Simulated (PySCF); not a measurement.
Isomers of C5H11N, from PBE0-D3(BJ)/def2-SVP geometry optimisation, gas phase (PySCF 2.14.0). One conformer each, no zero-point energy, no frequencies.

**Question.** Which isomer lies lowest at this level?
A. `[CH3:1][N:2]1[CH2:3][CH2:4][CH2:5][CH2:6]1` with C1–N2–C3–C4 -169°, N2–C3–C4–C5 21°, C3–C4–C5–C6 5°, C4–C5–C6–N2 -29° (N-methylpyrrolidine): A = 6683, B = 3172, C = 2360 MHz, dipole 0.39 D
B. `[CH3:1][CH2:2][N:3]=[C:4]([CH3:5])[CH3:6]` with C1–C2–N3–C4 180°: A = 7208, B = 1983, C = 1618 MHz, dipole 1.98 D
C. `[NH2:1][CH:2]1[CH2:3][CH2:4][CH2:5][CH2:6]1` with H–N1–C2–C3 63° and 180°, N1–C2–C3–C4 -168°, C2–C3–C4–C5 25°, C3–C4–C5–C6 0°, C4–C5–C6–C2 -25°: A = 6383, B = 2991, C = 2253 MHz, dipole 1.21 D
D. `[CH2:1]=[CH:2][C@@H:3]([CH3:4])[NH:5][CH3:6]` with C1–C2–C3–C4 112°, C2–C3–N5–C6 70°: A = 4084, B = 3003, C = 1910 MHz, dipole 0.93 D
E. `[CH3:1]/[CH:2]=[N:3]/[CH:4]([CH3:5])[CH3:6]` with C2–N3–C4–C5 119°: A = 7200, B = 1892, C = 1638 MHz, dipole 1.32 D
F. `[CH3:1][CH2:2]/[C:3]([CH3:4])=[N:5]\[CH3:6]` with C1–C2–C3–C4 -92°: A = 3885, B = 3184, C = 1992 MHz, dipole 1.81 D

**Answer.** C. That is `NC1CCCC1`, 7.6 kcal/mol below the next.

```
        SMILES                                 mapped SMILES      E (Eh)  relative (kcal/mol)  relative (kJ/mol)  dipole (D)
      NC1CCCC1   [NH2:1][CH:2]1[CH2:3][CH2:4][CH2:5][CH2:6]1  -251.43457                  0.0                0.0        1.21
      CN1CCCC1    [CH3:1][N:2]1[CH2:3][CH2:4][CH2:5][CH2:6]1  -251.42247                  7.6               31.8        0.39
   C/C=N/C(C)C   [CH3:1]/[CH:2]=[N:3]/[CH:4]([CH3:5])[CH3:6]  -251.41608                 11.6               48.5        1.32
     CCN=C(C)C     [CH3:1][CH2:2][N:3]=[C:4]([CH3:5])[CH3:6]  -251.41574                 11.8               49.4        1.98
   CC/C(C)=N\C   [CH3:1][CH2:2]/[C:3]([CH3:4])=[N:5]\[CH3:6]  -251.41210                 14.1               59.0        1.81
C=C[C@@H](C)NC  [CH2:1]=[CH:2][C@@H:3]([CH3:4])[NH:5][CH3:6]  -251.39391                 25.5              106.8        0.93
```

As drawn, the highest has a C=C bond outside aromatic rings, which the lowest lacks.
